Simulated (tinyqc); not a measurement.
Worked calculation: UHF in the sto-6g basis, for BH, spin multiplicity 3. This run ends on a higher stationary point, not on the lowest solution. Computed by tinyqc, a small Python program that keeps every step (integrals from PySCF). Settings: charge = 0, multiplicity = 3, basis = sto-6g, energy threshold = 1e-08, iteration cap = 62, orthogonalisation = symmetric, start = highest core orbitals, DIIS depth = 4, method = UHF. Command: `OMP_NUM_THREADS=1 python tinyqc.py 27312 27313 out.jsonl` (the two numbers bound the seeds that draw the settings). One thread of a shared host (Intel(R) Xeon(R) Processor @ 2.60GHz), about 0.1 s of CPU time with the checks.

Geometry (angstrom):
```
atom,x,y,z
B,0.000000,0.000000,0.000000
H,0.000000,0.000000,1.152000
```

Stop when the energy changes by less than 1e-08 hartree and every element of the error matrix X^T (F D S - S D F) X (for each spin) is below 3e-05.

Course of the cycle:
```
iteration,E (hartree),change,largest element of the error matrix
1,-7.33828094,-,1.54e-01
2,-23.84276196,-1.65e+01,2.79e-01
3,-23.88122630,-3.85e-02,2.36e-01
4,-23.97064733,-8.94e-02,2.02e-01
5,-24.74359977,-7.73e-01,1.28e-01
6,-24.79176036,-4.82e-02,1.03e-01
7,-24.81502367,-2.33e-02,7.98e-02
8,-24.84164409,-2.66e-02,4.78e-02
9,-24.85001091,-8.37e-03,2.07e-02
10,-24.85250222,-2.49e-03,8.20e-03
11,-24.85293813,-4.36e-04,7.46e-04
12,-24.85293983,-1.70e-06,1.37e-04
13,-24.85293988,-5.30e-08,2.99e-05
14,-24.85293989,-3.10e-09,9.65e-06
```

Can the last value be used, and what does the course show?

No, though the log alone does not show it. Converged in 14 iterations. But the solution lies 0.15236 hartree above the reference: it is another stationary point, not the lowest one. Reruns (cap 100 unless said): DIIS 8: converged in 17 to a higher stationary point; damping 0.5: converged in 45 to a higher stationary point; level shift 0.5: converged in 25 to a higher stationary point; atomic densities as start, DIIS 8: converged in 9. PySCF UHF in the same basis, after a stability check = -25.00530139 hartree.
